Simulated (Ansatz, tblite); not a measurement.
# BiH2I: charged states by level of theory

An exercise on one series of results from a longer session: the logs are not shown, and one member is left open.

Method: as each input shows; program: Ansatz 0.2.0, Gaussian basis.

The runs, in order: charge +1 doublet, at the geometry of the singlet (PBE0-D4/def2-TZVP, PBE-D4/def2-TZVP, r2SCAN-D4/def2-TZVP, CCSD(T)/def2-TZVPP); charge -1 doublet, at the geometry of the singlet (PBE0-D4/def2-TZVPD, PBE-D4/def2-TZVPD, r2SCAN-D4/def2-TZVPD, CCSD(T)/def2-TZVPD); the starting singlet's energies come from earlier runs.

### The relaxed structure

The geometry is that of the singlet, from an earlier relaxation (PBE-D4/def2-TZVP).

4 atoms, charge 0, spin multiplicity 1.

Atoms are counted from 1 here; the program's logs count them from 0.

Bond lengths: Bi1–H2 1.810 Å, Bi1–H3 1.810 Å, Bi1–I4 2.837 Å. Angles: H2–Bi1–H3 89.0°, H2–Bi1–I4 93.9°, H3–Bi1–I4 93.9°.

Bi, I take a core potential in the def2 sets. No spin-orbit coupling is included.

Set-up of the first run:

in.yaml

```yaml
crystal:
  periodic: [false, false, false]
  atoms:
    - {symbol: Bi, position_ang: [0.100054, 0.184267, 0.888394]}
    - {symbol: H, position_ang: [1.600719, 0.199061, -0.124075]}
    - {symbol: H, position_ang: [-0.576646, 1.504182, -0.149488]}
    - {symbol: I, position_ang: [-1.124118, -1.887510, -0.614831]}
basis:
  gaussian: {orbitals: def2-TZVP}
total_charge: 1
magnetization: {spin_polarized: true, initial_magnetization: 1}
hamiltonian: {xc: pbe0, dispersion: d4}
output: {orbitals: {seedname: orbitals}}
```

On the command line:

```sh
> ansatz run in.yaml --threads 4 --pin off --events-out ev --progress --plain --max-ram 3916MiB
```

Among the steps run: Charge +1 doublet at the fixed geometry, PBE0-D4/def2-TZVP; Charge +1 doublet at the fixed geometry, PBE-D4/def2-TZVP; Charge +1 doublet at the fixed geometry, r2SCAN-D4/def2-TZVP; Charge +1 doublet at the fixed geometry, CCSD(T)/def2-TZVPP; Charge -1 doublet at the fixed geometry, PBE0-D4/def2-TZVPD; Charge -1 doublet at the fixed geometry, PBE-D4/def2-TZVPD; Charge -1 doublet at the fixed geometry, r2SCAN-D4/def2-TZVPD; Charge -1 doublet at the fixed geometry, CCSD(T)/def2-TZVPD.

One of the session's tables, all rows but one given; the rest of the session is left out.

It belongs to the step «Vertical electron affinity». 

| method | vertical electron affinity (eV) |
| --- | --- |
| HF/def2-TZVPD | 0.17 |
| PBE-D4/def2-TZVPD | ? |
| r2SCAN-D4/def2-TZVPD | 0.77 |
| PBE0-D4/def2-TZVPD | 0.76 |
| MP2/def2-TZVPD | 0.70 |
| CCSD/def2-TZVPD | 0.61 |
| CCSD(T)/def2-TZVPD | 0.62 |

Q: Estimate the row for PBE-D4/def2-TZVPD from the others.

As computed: vertical electron affinity (eV): 0.73. In the column «vertical electron affinity (eV)» it lies between MP2/def2-TZVPD (0.70) and PBE0-D4/def2-TZVPD (0.76).

To keep in mind: The anion's highest level is positive in at least one run, so there the basis alone may hold the extra electron.
